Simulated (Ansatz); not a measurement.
# C₄H₇Cl: geometry and frequencies at several levels

Aim: geometry and frequencies at several levels, for C₄H₇Cl, with the cost of each level.

Computed with Ansatz 0.2.0 (the levels named in each step, unless a step's input says otherwise).

**1. Starting point**

Bond lengths: C1–C2 1.490 Å, C2–C3 1.324 Å, C3–C4 1.485 Å, C4–Cl5 1.803 Å, C1–H6 1.087 Å, C1–H7 1.089 Å, C1–H8 1.090 Å, C2–H9 1.083 Å, C3–H10 1.081 Å, C4–H11 1.089 Å, C4–H12 1.090 Å. Angles (14 of 18 angles, heavy atoms first): C1–C2–C3 124.6°, C2–C3–C4 123.9°, C3–C4–Cl5 109.7°, C1–C2–H9 115.6°, C3–C2–H9 119.8°, C2–C1–H6 111.1°, C2–C1–H7 110.1°, C2–C1–H8 110.1°, C2–C3–H10 120.4°, C4–C3–H10 115.6°, C3–C4–H11 112.1°, C3–C4–H12 112.1°, Cl5–C4–H11 106.5°, Cl5–C4–H12 105.7°.

Structure file:

```xyz
12

C    -3.0271    0.1996    0.0620
C    -1.6372    0.4641   -0.4039
C    -0.6466   -0.4135   -0.3525
C     0.7351   -0.1317   -0.8182
Cl    1.8485   -0.0510    0.5976
H    -3.1111   -0.7902    0.5029
H    -3.3222    0.9437    0.8010
H    -3.7224    0.2739   -0.7741
H    -1.4642    1.4475   -0.8230
H    -0.8048   -1.3940    0.0753
H     0.8089    0.8296   -1.3252
H     1.1238   -0.9277   -1.4532
```

**2. A rough first relaxation, PBE-D4/def2-SVP**

Input file input.yaml:

```yaml
crystal:
  periodic: [false, false, false]
  atoms:
    - { symbol: C, position_ang: [-3.02713, 0.19959, 0.062] }
    - { symbol: C, position_ang: [-1.63717, 0.46405, -0.40392] }
    - { symbol: C, position_ang: [-0.64657, -0.41346, -0.35253] }
    - { symbol: C, position_ang: [0.73509, -0.13168, -0.81816] }
    - { symbol: Cl, position_ang: [1.84846, -0.05103, 0.59762] }
    - { symbol: H, position_ang: [-3.11108, -0.79018, 0.50294] }
    - { symbol: H, position_ang: [-3.32218, 0.94366, 0.80103] }
    - { symbol: H, position_ang: [-3.72237, 0.27393, -0.77414] }
    - { symbol: H, position_ang: [-1.4642, 1.44749, -0.82299] }
    - { symbol: H, position_ang: [-0.80482, -1.39402, 0.07529] }
    - { symbol: H, position_ang: [0.8089, 0.82955, -1.32515] }
    - { symbol: H, position_ang: [1.12377, -0.92768, -1.45317] }
basis:
  gaussian: { orbitals: def2-SVP }
hamiltonian:
  xc: pbe
  dispersion: d4
relax:
  f_tol: 0.03
  max_steps: 200
```

The run is started by

```sh
$ ansatz run input.yaml --threads 4 --pin off --max-ram 10240MiB --backend cpu --events-out ev --progress --plain --runs-dir out
```

Further steps of the session: Relaxation, HF/STO-3G; Frequencies, HF/STO-3G; Relaxation, HF/6-31G*; Frequencies, HF/6-31G*; Relaxation, LDA/def2-SVP; Frequencies, LDA/def2-SVP; Relaxation, PBE-D4/def2-SVP; Frequencies, PBE-D4/def2-SVP.

Q: Predict the outcome of this session. Wanted: C1–C2 at PBE-D4/def2-SVP; C2–C3 at PBE-D4/def2-SVP; C3–C4 at PBE-D4/def2-SVP; frequencies at PBE-D4/def2-SVP.

The runs gave:

```
                      quantity            value
      C1–C2 at PBE-D4/def2-SVP          1.497 Å
      C2–C3 at PBE-D4/def2-SVP          1.348 Å
      C3–C4 at PBE-D4/def2-SVP          1.490 Å
frequencies at PBE-D4/def2-SVP  84 to 3085 cm⁻¹
```

The C1–C2 distance spreads over 0.040 Å, from LDA/def2-SVP (shortest) to HF/STO-3G. No mode is imaginary, so the geometry is a minimum.
